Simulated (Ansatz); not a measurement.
We consider diamond, described by B3LYP (VWN-RPA form) (Ansatz, a first-principles code, plane waves, PAW).

Run with plane-wave cutoff 460 eV, 12×12×12 k mesh, Fermi–Dirac smearing 0.01 eV, scalar-relativistic PAW data made under PBE.

Properties against volume:

```json
[
 {"V (Å³/atom)": "5.393", "P (GPa)": "25.02", "direct gap at Γ (eV)": "7.588", "smallest gap on the k mesh (eV)": "6.139"},
 {"V (Å³/atom)": "5.535", "P (GPa)": "11.79", "direct gap at Γ (eV)": "7.506", "smallest gap on the k mesh (eV)": "6.064"},
 {"V (Å³/atom)": "5.638", "P (GPa)": "3.09", "direct gap at Γ (eV)": "7.448", "smallest gap on the k mesh (eV)": "6.012"},
 {"V (Å³/atom)": "5.819", "P (GPa)": "-10.45", "direct gap at Γ (eV)": "7.348", "smallest gap on the k mesh (eV)": "5.922"},
 {"V (Å³/atom)": "5.961", "P (GPa)": "-19.77", "direct gap at Γ (eV)": "7.272", "smallest gap on the k mesh (eV)": "5.855"}
]
```

The fundamental gap (5.97 eV at the equilibrium volume, with added k points) lies elsewhere than Γ–Γ.
